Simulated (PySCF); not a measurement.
# ClF (chlorine monofluoride): CCSD(T)/cc-pVTZ

Aim: the energy change on altering one bond length of ClF (chlorine monofluoride) at CCSD(T)/cc-pVTZ, from 2 runs. 

The results are computed with PySCF 2.14.0.

2 further runs of the same task are left out: 2 set aside as unsound or not needed.

## (1) The molecule

ClF: 2 atoms, total charge 0, spin state singlet. As SMILES, `FCl`. Geometry: relaxed at PBE0-D4/def2-TZVP.

Bond lengths: F1–Cl2 1.620 Å.

## (2) A single-point energy at CCSD(T)/cc-pVTZ

calc.py reads:

```python
# chlorine monofluoride
from pyscf import gto, scf, cc

mol = gto.Mole()
mol.atom = '''
F        0.000000       0.000000       0.031290
Cl       0.000000       0.000000       1.650960
'''
mol.basis = 'cc-pvtz'
mol.max_memory = 1860
mol.verbose = 3
mol.build()

hf = scf.RHF(mol)
hf.conv_tol = 1e-10
hf.kernel()
if not hf.converged:
    hf = hf.newton().run(hf.mo_coeff, hf.mo_occ)

mycc = cc.CCSD(hf, frozen=6)
mycc.kernel()
e_t = mycc.ccsd_t()
e_tot = mycc.e_tot + e_t
print('E = %.10f Eh' % e_tot)
```

Command:

```
$ OMP_NUM_THREADS=1 python calc.py
```

Standard output:

```text
converged SCF energy = -558.901315806344
E(CCSD) = -559.3632192587979  E_corr = -0.4619034524538034
CCSD(T) correction = -0.0162799032328045
E = -559.3794991620 Eh
```

It took 4.2 s on 1 thread of Arm Neoverse V2, shared host; peak memory 0.2 GiB.

## (3) The distorted shape, same level

calc.py reads:

```python
from pyscf import gto, scf, cc

mol = gto.M(
    atom=[
    ('F', (-0.000000, -0.000000, -0.454640)),
    ('Cl', (0.000000, 0.000000, 1.650960)),
],
    charge=0,
    max_memory=1860,
    basis='cc-pvtz',
    verbose=3,
)

myscf = scf.RHF(mol)
myscf.conv_tol = 1e-10
myscf.kernel()
if not myscf.converged:
    myscf = myscf.newton().run(myscf.mo_coeff, myscf.mo_occ)

mycc = cc.CCSD(myscf, frozen=6)
mycc.kernel()
e_t = mycc.ccsd_t()
etot = mycc.e_tot + e_t
print('E(%s) = %.9f' % ('CCSD(T)', etot))
```

Command:

```
$ OMP_NUM_THREADS=1 python calc.py
```

Standard output:

```text
converged SCF energy = -558.81792108586
E(CCSD) = -559.3099738197294  E_corr = -0.49205273386955
CCSD(T) correction = -0.0252391455727216
E(CCSD(T)) = -559.335212965
```

Run time: 4.5 s. Hardware: 1 thread of Arm Neoverse V2, shared host; peak memory 0.2 GiB.

## (4) Results

Level: CCSD(T)/cc-pVTZ, 6 core orbitals frozen.

| quantity | value |
| --- | --- |
| first shape: total energy | -559.37950 Eh |
| first shape: dipole moment (Hartree–Fock density) | 1.18 D |
| first shape: HOMO energy (Hartree–Fock orbitals) | -13.34 eV |
| first shape: LUMO energy (Hartree–Fock orbitals) | 1.89 eV |
| first shape: HOMO–LUMO gap (Hartree–Fock orbitals) | 15.23 eV |
| first shape: correlation energy (6 core orbitals frozen) | -478.2 mEh |
| first shape: (T) correction | -16.28 mEh |
| first shape: T1 diagnostic | 0.011 |
| distorted shape: total energy | -559.33521 Eh |
| distorted shape: dipole moment (Hartree–Fock density) | 2.38 D |
| distorted shape: HOMO energy (Hartree–Fock orbitals) | -14.55 eV |
| distorted shape: LUMO energy (Hartree–Fock orbitals) | -2.45 eV |
| distorted shape: HOMO–LUMO gap (Hartree–Fock orbitals) | 12.10 eV |
| distorted shape: correlation energy (6 core orbitals frozen) | -517.3 mEh |
| distorted shape: (T) correction | -25.24 mEh |
| distorted shape: T1 diagnostic | 0.021 |
| energy change with the F1–Cl2 bond stretched from 1.620 to 2.106 Å | 1.205 eV |

**Reading.** With the F1–Cl2 bond stretched from 1.620 to 2.106 Å the energy rises by 1.21 eV (28 kcal/mol). The first shape isn't relaxed at this level, so the change isn't measured from a minimum. The triples (first shape) make up 3.4 % of the correlation energy. The T1 diagnostic (distorted shape) of 0.021 is above the customary mark for such species, so a single reference may not serve. The triples (distorted shape) make up 4.9 % of the correlation energy.
